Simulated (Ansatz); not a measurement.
Two shapes of singlet CH₂O₂.

Shape 1:

```xyz
5

C     0.0000   -0.4063   -0.0945
O     0.0000   -0.3624    1.1006
O     0.0000    0.6540   -0.9005
H     0.0000   -1.3371   -0.7000
H     0.0000    1.4426   -0.3332
```

Shape 2:

```xyz
5

C     0.0000   -0.3738   -0.0869
O     0.0000   -0.3334    1.0125
O     0.0000    0.6017   -0.8285
H     0.0000   -1.2301   -0.6440
H     0.0000    1.3272   -0.3065
```

Basis set: cc-pVDZ (spherical functions). Frozen core: 3 orbitals. Charge 0, multiplicity 1.

Computed with Ansatz (development build ahead of 0.2.0); each method stands on the lowest determinant of its kind that the runs found.

(1) Which shape is lower in energy, and by how much in each method?

Answers

(1)

```tsv
method	E(2) − E(1) (eV)
RHF	1.004
RHF-MP2	1.575
```

Shape 1 is lower. Caution: no unrestricted run beside it, a lower state can exist.
